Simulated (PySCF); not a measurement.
Continuum solvent and chemical shifts

Structure with atom numbers: `[H]/[N:1]=[CH:2]/[CH:3]=[CH:4]\[F:5]`; H(Xn) means a hydrogen on atom n.

GIAO PBE0/pcSseg-1 in PySCF 2.14.0 with density-fitted response routines on one PBE0-D3(BJ)/def2-SVP conformer, non-relativistic, equivalent nuclei averaged. Solvents enter as an IEF-PCM continuum (chloroform with ε = 4.7, acetonitrile with ε = 35.7) around the gas-phase geometry. Shifts are referred to TMS, CFCl3 computed in the same medium.

Gas phase, δ in ppm: C2 167.9, C4 165.0, C3 121.6, F5 -108.5, H(N1) 10.44, H(C2) 8.70, H(C4) 7.00, H(C3) 5.71. Dipole moment 1.27 D.

Q: How does each δ change in the continuum?

A: 
```json
{"atoms": "C2", "environment": "C=N carbon", "Δδ, chloroform": "+3.3", "Δδ, acetonitrile": "+4.7"}
{"atoms": "C4", "environment": "alkene CH", "Δδ, chloroform": "+3.3", "Δδ, acetonitrile": "+4.7"}
{"atoms": "C3", "environment": "alkene CH", "Δδ, chloroform": "-0.2", "Δδ, acetonitrile": "-0.4"}
{"atoms": "F5", "environment": "vinylic fluorine", "Δδ, chloroform": "+2.6", "Δδ, acetonitrile": "+4.4"}
{"atoms": "H(N1)", "environment": "hydrogen on an imine nitrogen", "Δδ, chloroform": "-0.21", "Δδ, acetonitrile": "-0.29"}
{"atoms": "H(C2)", "environment": "hydrogen on a C=N carbon", "Δδ, chloroform": "+0.09", "Δδ, acetonitrile": "+0.13"}
{"atoms": "H(C4)", "environment": "hydrogen on an alkene CH", "Δδ, chloroform": "+0.25", "Δδ, acetonitrile": "+0.35"}
{"atoms": "H(C3)", "environment": "hydrogen on an alkene CH", "Δδ, chloroform": "+0.06", "Δδ, acetonitrile": "+0.06"}
```

Changes are relative to the gas phase. The dipole moment becomes 1.69 D in chloroform, 1.87 D in acetonitrile.

Q: Which nuclei move most (in ppm), and what does the model miss?

A: C2 (C=N carbon, +4.7 ppm) and C4 (alkene CH, +4.7 ppm) in acetonitrile. A continuum only polarises the solute; specific hydrogen bonds, the anisotropy of aromatic solvents and changes of geometry or conformer are outside it.
